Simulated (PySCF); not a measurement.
Spectra and structures to be paired. Computed, not measured: PySCF 2.14.0, density-fitted response routines, TDDFT CAM-B3LYP/def2-SVPD, vertical, gas phase, core orbitals frozen in the response. Geometries: GFN2-xTB; one conformer of each isolated species. Triplets are in the Tamm–Dancoff approximation.

A. `C#CC=S`
B. `[SiH3]C[SiH2]N[SiH3]`
C. `F[SiH2]S[Si@H](F)S[SiH3]`
D. `C[C@@H](CO)OC=O`
E. `CN[SiH2][SiH2][SiH3]`

Lowest singlet levels (six at most, fewer where fewer were computed) with oscillator strengths:

1. 209 nm (f 0.002); 177 nm (f 0.002); 154 nm (f 0.022); 151 nm (f 0.021); 149 nm (f 0.118); 147 nm (f 0.007); T1 5.38 eV
2. 619 nm (f 0.000); 305 nm (f 0.001); 268 nm (f 0.260); 196 nm (f 0.100); 190 nm (f 0.012); 189 nm (f 0.003); T1 1.51 eV
3. 215 nm (f 0.003); 205 nm (f 0.017); 196 nm (f 0.007); 190 nm (f 0.012); 187 nm (f 0.041); 180 nm (f 0.052); T1 5.59 eV
4. 230 nm (f 0.003); 198 nm (f 0.012); 194 nm (f 0.037); 186 nm (f 0.016); 180 nm (f 0.021); 174 nm (f 0.032); T1 5.07 eV
5. 200 nm (f 0.005); 175 nm (f 0.021); 167 nm (f 0.003); 164 nm (f 0.035); 159 nm (f 0.014); 158 nm (f 0.009); T1 5.90 eV

Question: Which spectrum belongs to which structure?

Answer: 1 = D, 2 = A, 3 = C, 4 = E, 5 = B.
- A: S1 at 2.00 eV, HOMO→LUMO (99%); S1 has the pattern of n→π* at C=S; HOMO -8.23 and LUMO -2.10 eV; point group Cs, 1 of its 6 listed states under f = 0.0005.
- B: S1 at 6.21 eV, HOMO→LUMO (88%); Löwdin shares by element: HOMO nitrogen 51%, silicon 20% or more, hydrogen 8% or more (atoms not listed hold the other 21%); LUMO silicon 41% or more, hydrogen 11% or more, nitrogen 8% (atoms not listed hold the other 40%); HOMO -8.72 and LUMO 0.84 eV.
- C: S1 at 5.77 eV, HOMO→LUMO (65%), HOMO-1→LUMO (25%); Löwdin shares by element: HOMO sulfur 82%, silicon 10% or more; LUMO silicon 35% or more, sulfur 27% (atoms not listed hold the other 38%); HOMO -9.10 and LUMO -0.02 eV.
- D: S1 at 5.93 eV, HOMO→LUMO+1 (48%), HOMO-1→LUMO+1 (42%); Löwdin shares by element: HOMO oxygen 64% or more, carbon 15% or more (atoms not listed hold the other 21%); LUMO oxygen 30% or more, hydrogen 22% or more, carbon 14% or more (atoms not listed hold the other 34%); HOMO -9.61 and LUMO 0.96 eV.
- E: S1 at 5.38 eV, HOMO→LUMO (87%); Löwdin shares by element: HOMO nitrogen 53%, silicon 11% or more, carbon 10%, hydrogen 7% or more (atoms not listed hold the other 18%); LUMO silicon 59%, nitrogen 6% (atoms not listed hold the other 35%); HOMO -8.10 and LUMO 0.48 eV.
